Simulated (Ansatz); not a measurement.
**Zone-centre LO phonon frequency of some III–V compounds, all zinc-blende**

Method: r²SCAN in Ansatz (plane waves, PAW). References are measured values at room or unstated temperature, uncorrected unless marked, so that the deviations hold thermal and zero-point effects besides the level's error.

Values in cm⁻¹.

| solid | reference | r²SCAN | deviation (%) |
|---|---|---|---|
| zinc-blende BP | 823 | 822 | -0.1 |
| zinc-blende GaAs | 293 (285–293) | 287 | -2.0 |
| zinc-blende GaP | 402 | 397 | -1.2 |
| cubic BN | 1305 | 1302 | -0.2 |
| zinc-blende InP | 344 | 338 | -1.7 |
| zinc-blende GaSb | 233 | 231 | -0.9 |
| zinc-blende InAs | 238 | 230 | -3.4 |

Over these 7 solids the mean deviation is -1.4 %, the mean absolute deviation 1.4 % (median 1.2 %), and the worst case zinc-blende InAs at -3.4 %; the value is below the reference in 7 of 7 cases.

Spin–orbit coupling is left out, also for the solids with elements from indium on (zinc-blende InP, zinc-blende GaSb, zinc-blende InAs); its size isn't shown.

Brackets give the range of the sources taken for a reference, where it is wide; it can hold other temperatures.

Differences are worked out from the printed values.

Each level is taken at its own relaxed cell. Ansatz's density-functional and Hartree–Fock values are scalar-relativistic unless marked +SOC, with PAW data made under PBE.

Of the class's solids with a reference value and a result at some level, none was set aside. At least 1 more with a reference value is held back for tests. Solids without a released value at any level aren't counted. Layered and molecular crystals are counted apart.

References as tabulated in Han and Bester (2011), arXiv:1107.0196; Solozhenko et al. (2014), arXiv:1505.05714; Ioffe Institute, NSM Archive: BN, mechanic properties page; Ioffe Institute, NSM Archive: InP, mechanic properties page and others.

Ansatz is an electronic-structure program.
